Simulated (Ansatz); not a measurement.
The input, for Ansatz 0.2.0:

```yaml
crystal:
  periodic: [false, false, false]
  atoms:
    - {symbol: Al, position_ang: [0.000000, 0.000000, 2.107800]}
    - {symbol: Al, position_ang: [0.000000, 0.000000, -0.230400]}
    - {symbol: F, position_ang: [0.000000, 0.000000, -1.877400]}
basis:
  gaussian: {orbitals: cc-pVTZ}
total_charge: 1
magnetization: {spin_polarized: true, initial_magnetization: 2}
hamiltonian: {xc: {name: wB97M-V}}
output: {orbitals: {seedname: orbitals}}
```

```sh
$ ansatz run in.yaml --threads 2 --pin off --events-out ev --progress --plain --max-ram 15360MiB --backend cuda --devices 0, --max-vram 18GiB
```

Log:

```
  # Of w^i u^j: cxij and so on, Table III.
  gx(w, u) = 1 - cx + cx01*u + cx10*w
  gss(w, u) = css00 + css04*u^4 + css10*w + css20*w^2 + css43*w^4*u^3
  gos(w, u) = cos00 + cos10*w + (cos20 + cos21*u)*w^2 + (cos60 + cos61*u)*w^6
      + integral(e_c_pw_mod_opposite_spin*gos(b97_w_opposite, b97_u_opposite)) + vv10(b, c)
692 factors; their error is unknown
153 factors; integrals over basis functions are off by at most 6.8e-5 eV
mean field evaluation 1: about -15888.5438 eV, gradient 6.4e1 eV
mean field evaluation 2: about -15612.3348 eV, gradient 1.8e2 eV
mean field evaluation 4: about -15902.4356 eV, gradient 4.0e0 eV
mean field evaluation 8: about -15902.5824 eV, gradient 2.2e-1 eV
mean field evaluation 16: about -15902.5992 eV, gradient 2.0e-3 eV
mean field -15902.59923313 eV, -584.4097426487 hartree, gradient 4.2e-5 eV, S^2 2.002994; 0 other end points of the search recorded, 0 dependent functions left out
reference -15902.59927491 eV, -584.4097441840 hartree; 18, 16 occupied and 80, 82 virtual orbitals, 692 factors
Total energy: -15902.59927491 eV, -584.4097441840 hartree
```

Ran on 2 threads of AMD EPYC 7R13 with a shared H100 80 GB, shared host: 2.1 s wall, 0.88 GiB peak host memory.
